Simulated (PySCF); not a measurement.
Isomers of C3H4ClN and their computed core-level spectra.

Method: delta-SCF UKS SCAN, pcX-2 on the ionised atom, pcseg-1 elsewhere, spin-free X2C in PySCF. Geometries: PBE0-D3(BJ)/def2-SVP; isolated species, one conformer each.

Line lists (1s up to Mg, 2p3/2 beyond; areas count atoms within a level, one atom standing for each set equivalent by bonding):
1. C 1s: 291.00 (area 1), 292.45 (area 1), 292.72 (area 1) eV; N 1s: 404.68 eV; Cl 2p3/2: 206.75 eV
2. C 1s: 292.77 (area 1), 292.96 (area 1), 293.21 (area 1) eV; N 1s: 405.54 eV; Cl 2p3/2: 206.63 eV
3. C 1s: 291.92 (area 1), 292.80 (area 1), 294.06 (area 1) eV; N 1s: 405.63 eV; Cl 2p3/2: 206.56 eV

Structures:
A. `C[C@@H](Cl)C#N`
B. `N#CCCCl`
C. `[H]/N=C\C(=C)Cl`

Problem. Which list belongs to which compound?

Solution. 
- 1 = C: another candidate has the same counts of sites, so positions decide. C 1s: 291.00 terminal =CH2 carbon, 292.45 imine carbon, 292.72 vinylic C–Cl carbon; N 1s: 404.68 imine nitrogen; Cl 2p3/2: 206.75 vinyl chlorine.
- 2 = B: another candidate has the same counts of sites, so positions decide. C 1s: 292.77 nitrile carbon, 292.96 sp3 carbon next to a nitrile, 293.21 sp3 C–Cl carbon; N 1s: 405.54 nitrile nitrogen; Cl 2p3/2: 206.63 alkyl chlorine.
- 3 = A: another candidate has the same counts of sites, so positions decide. C 1s: 291.92 methyl carbon, 292.80 nitrile carbon, 294.06 sp3 C–Cl carbon; N 1s: 405.63 nitrile nitrogen; Cl 2p3/2: 206.56 alkyl chlorine.

Spin–orbit and ligand-field terms were added within each 2p shell after the spin-free SCF. 2 of these hole states are spin-contaminated (⟨S²⟩ up to 0.93, against 0.75; counted from 0.85) and less certain.
